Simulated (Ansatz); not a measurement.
**BNH₃ (quartet): the correlation ladder at distance B1–H4 along a hydrogen transfer = 1.550 Å, cc-pVDZ**

An exercise on one series of results from a longer session: the logs are not shown, and one member is left open.

The runs use Ansatz 0.2.0, Gaussian basis; cc-pVDZ, core rule «outside noble gas», up to 2 orbitals frozen.

Plan: UHF; CCSD(T) on ROHF; CCSD(T) on UHF; BCCD(T) on ROHF; CISD; CCSDT(Q) on ROHF; CCSDT(Q) on UHF; CASSCF and MRCISD+Q, 5 electrons in 5 orbitals; CASSCF and NEVPT2, 5 electrons in 5 orbitals.

16 further runs of the same task are left out: 4 for a known fault of the program, 10 that didn't finish, 2 set aside as unsound or not needed.

**The system**

The geometry derives from fragments relaxed apart (PBE0/def2-TZVP) and kept rigid, so it is no stationary point. A hydrogen atom is moved between rigid fragments.

5 atoms, charge 0, spin multiplicity 4.

Atoms are counted from 1 here; the program's logs count them from 0.

Bond lengths: B1–H2 1.193 Å, B1–H3 1.193 Å, H4–N5 1.308 Å. Angles: H2–B1–H3 120.0°.

Set-up of the first run:

Contents of in.yaml:

```yaml
crystal:
  periodic: [false, false, false]
  atoms:
    - {symbol: B, position_ang: [-1.450729, 0.000000, 0.000000]}
    - {symbol: H, position_ang: [-2.047463, 1.033571, 0.000000]}
    - {symbol: H, position_ang: [-2.047463, -1.033571, 0.000000]}
    - {symbol: H, position_ang: [0.099271, 0.000000, 0.000000]}
    - {symbol: N, position_ang: [1.407271, 0.000000, 0.000000]}
basis:
  gaussian: {orbitals: cc-pVDZ}
magnetization: {spin_polarized: true, initial_magnetization: 3}
hamiltonian: {xc: hf}
output: {orbitals: {seedname: orbitals}}
```

Run with:

```console
$ ansatz run in.yaml --threads 1 --pin off --events-out ev --progress --plain --max-ram 2393MiB
```

Among the steps run: UHF; CCSD(T) on ROHF; CCSD(T) on UHF; BCCD(T) on ROHF; CISD; CCSDT(Q) on ROHF; CCSDT(Q) on UHF; CASSCF and MRCISD+Q, 5 electrons in 5 orbitals; CASSCF and NEVPT2, 5 electrons in 5 orbitals.

One of the session's tables, all rows but one given; the rest of the session is left out.

It belongs to the step «Misses and costs». 

| method | from UCCSDT(Q) (meV) |
| --- | --- |
| ROHF | +6560.1 |
| UHF | +6137.9 |
| RMP2 | ? |
| UMP2 | +1303.9 |
| CISD | +565.9 |
| RCCSD | +150.4 |
| UCCSD | +141.1 |
| RCCSD(T) | +32.1 |
| UCCSD(T) | +31.0 |
| BCCD(T) | +32.4 |
| RCCSDT | +7.8 |
| UCCSDT | +5.7 |
| RCCSDT(Q) | +1.7 |
| UCCSDT(Q) | 0 |
| CASSCF pair | +5696.7 |
| NEVPT2 pair | +1174.8 |
| MRCISD pair | +447.3 |
| MRCISD+Q pair | +21.2 |

**Question.** Estimate the row for RMP2.

The run gave: from UCCSDT(Q) (meV): +1297.9. In the column «from UCCSDT(Q) (meV)» it lies between NEVPT2 pair (+1174.8) and UMP2 (+1303.9).

To keep in mind: Restricted and unrestricted rows rest on different reference determinants; where their highest levels disagree by more than a few hundredths of an eV, they describe different states and don't form one ladder.
